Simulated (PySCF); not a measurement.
# M06-2X/STO-6G run of N2 (nitrogen)

Aim: the energy change on altering one bond length of N2 (nitrogen) at M06-2X/STO-6G, from 2 runs. Input form: a Python script.

The calculation is run with PySCF 2.14.0.

17 further runs of the same task are left out: 6 that didn't finish, 11 set aside as unsound or not needed.

### 1 The molecule

The species is N2 (2 atoms), meant as a singlet with charge 0. SMILES: `N#N`. The coordinates come from a PBE0-D4/def2-TZVP relaxation.

Bond lengths: N1–N2 1.090 Å.

### 2 The energy at M06-2X/STO-6G

Contents of run.py:

```python
# N#N
from pyscf import gto, dft

molecule = gto.M(
    atom='''
N      0.879668    -0.284026     0.453156
N     -0.879668     0.284026    -0.453156
''',
    verbose=3,
    unit='bohr',
    max_memory=1860,
    basis='sto-6g',
)

ks = dft.RKS(molecule)
ks.xc = 'm06-2x'
ks.conv_tol = 1e-10
ks.grids.level = 5
ks.kernel()
if not ks.converged:
    ks = ks.newton().run(ks.mo_coeff, ks.mo_occ)

e_tot = ks.e_tot
print('E(%s) = %.9f' % ('M06-2X', e_tot))
```

Run with:

```sh
$ OMP_NUM_THREADS=1 python run.py
```

Output:

```text
converged SCF energy = -109.062760430883
E(M06-2X) = -109.062760431
```

It took 1.3 s on 1 thread of Intel Xeon 6975P-C (Granite Rapids), shared host; peak memory 0.15 GiB.

### 3 The distorted shape at the same level

Contents of calc.py:

```python
from pyscf import gto, dft

mol = gto.M(
    atom='''
N      1.582676    -0.511012     0.815307
N     -0.465500     0.150300    -0.239800
''',
    max_memory=1860,
    charge=0,
    basis='sto-6g',
    spin=0,
    verbose=3,
)

mf = dft.RKS(mol)
mf.xc = 'm06-2x'
mf.grids.level = 5
mf.conv_tol = 1e-10
mf.kernel()
if not mf.converged:
    mf = mf.newton().run(mf.mo_coeff, mf.mo_occ)

e_tot = mf.e_tot
print('E(%s) = %.9f' % ('M06-2X', e_tot))
```

Run with:

```sh
$ OMP_NUM_THREADS=1 python calc.py
```

Output:

```text
converged SCF energy = -108.458081800438
E(M06-2X) = -108.458081800
```

Wall time 1.4 s (1 thread of Intel Xeon 6975P-C (Granite Rapids), shared host); peak memory 0.15 GiB.

### 4 What came out

Level: M06-2X/STO-6G.

| quantity | value |
| --- | --- |
| first shape: total energy | -109.06276 Eh |
| first shape: dipole moment | 0.00 D |
| first shape: HOMO energy | -11.64 eV |
| first shape: LUMO energy | 3.15 eV |
| first shape: HOMO–LUMO gap | 14.79 eV |
| distorted shape: total energy | -108.45808 Eh |
| distorted shape: dipole moment | 0.00 D |
| distorted shape: HOMO energy | -4.90 eV |
| distorted shape: LUMO energy | -1.20 eV |
| distorted shape: HOMO–LUMO gap | 3.70 eV |
| energy change with the N1–N2 bond stretched from 1.090 to 2.397 Å | 16.454 eV |

In words: One bond (distorted shape) is far stretched, which a spin-restricted single reference describes badly; a broken-symmetry solution may lie lower. With the N1–N2 bond stretched from 1.090 to 2.397 Å the energy rises by 16.45 eV (1588 kJ/mol). The first shape isn't relaxed at this level, so the change isn't measured from a minimum. A restricted reference can't describe the breaking bond well at this length. The minimal basis adds a large error of its own.
